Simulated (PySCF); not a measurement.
**Multinuclear NMR of C$_{6}$H$_{4}$O$_{2}$**

Geometry:
```csv
atom,x (Å),y (Å),z (Å)
O1,-0.772,-2.554,0.049
C2,-0.421,-1.391,0.026
C3,1.003,-1.001,0.010
C4,1.389,0.277,-0.016
C5,0.421,1.391,-0.032
O6,0.773,2.553,-0.056
C7,-1.002,1.000,-0.015
C8,-1.389,-0.277,0.013
H9,1.714,-1.815,0.021
H10,2.433,0.559,-0.028
H11,-1.714,1.815,-0.025
H12,-2.433,-0.560,0.026
```

- geometry: GFN2-xTB
- GIAO PBE0/pcSseg-1 shieldings
- program: PySCF 2.14.0 with density-fitted response routines
- a single conformation, relativity neglected, in vacuum, fast rotation and ring inversion assumed for equivalent nuclei

Where does ¹⁷O resonate?

Results:


```csv
atoms,environment,σ (ppm),δ (ppm)
O1/O6,ketone oxygen,-438.4,666.0
```

Shieldings were converted by a linear fit to measured shifts: ¹⁷O (scatter 10.7 ppm rms, 12.2 ppm with the 3 outliers that the fit left out vs liquid water, solution or neat liquid). Occasional misses reach two or three times the rms, and more in compound classes unlike the fitted ones.

On a 400 MHz spectrometer ¹⁷O resonates near 54.2 MHz, so 1 ppm is 54.2 Hz.
